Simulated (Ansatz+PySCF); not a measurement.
## singlet NF₃: levels of theory in one basis

| atom | x (Å) | y (Å) | z (Å) |
| --- | --- | --- | --- |
| N | 0.0000 | 0.0000 | 0.5046 |
| F | 1.3147 | 0.0000 | -0.1308 |
| F | -0.6574 | 1.1386 | -0.1308 |
| F | -0.6574 | -1.1386 | -0.1308 |

Basis set: def2-SVP (spherical functions). Left uncorrelated: 4 orbitals. Charge 0, multiplicity 1.

Computed with Ansatz (development build ahead of 0.2.0); each method stands on the lowest determinant of its kind that the runs found.

| method | E − E(RHF) (eV) | <S²> of the determinant |
| --- | --- | --- |
| RHF | 0.00 | 0.00 |
| RHF-MP2 | -20.55 | – |
| RHF-CCSD | -20.86 | – |

(1) What does RHF-CCSD(T) give on the same scale?

(2) Is a single determinant a sound starting point here?

Results:

(1) -21.47 eV.

(2) By this sign, yes. Unrestricted orbitals gain 0.00 eV and <S²> is 0.00 against 0.00 for a pure state.
